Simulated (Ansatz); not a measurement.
C3H7FO2 can be A, `CCC(O)(O)F`, or B, `OCC(O)CF`.

Program: Ansatz. Geometries: PBE0-D4/def2-TZVP. ΔE: electronic, gas phase. CCSD(T)/CBS is the MP2 limit (def2-TZVPP, def2-QZVPP) plus CCSD(T) − MP2 in def2-TZVPP, frozen cores. Functionals use def2-TZVPP. B3LYP here is the variant with VWN-RPA as its local correlation; programs differ in this. One conformer a species, not always the lowest.

(1) Which is lower in electronic energy at CCSD(T)/CBS, and by how much? (An estimate is asked.)

(2) Give E(B) − E(A) in kcal/mol with B2PLYP, PBE0-D4, ωB97M-V, PBE-D4, HF/def2-TZVPP, CCSD(T)/def2-TZVPP, B3LYP. (Best estimate.)

Largest T1 diagnostic: 0.011.

Answers

(1) The calculation gave: A, by 22.8 kcal/mol.

(2) Ansatz gave: B2PLYP 22.6, PBE0-D4 23.6, ωB97M-V 23.9, PBE-D4 22.8, HF/def2-TZVPP 23.2, CCSD(T)/def2-TZVPP 23.2, B3LYP 21.8. None reverses the order clearly.

From PBE to PBE0 (25 % exact exchange), in def2-TZVPP and without D4, E(B) − E(A) moves by +0.8 kcal/mol.
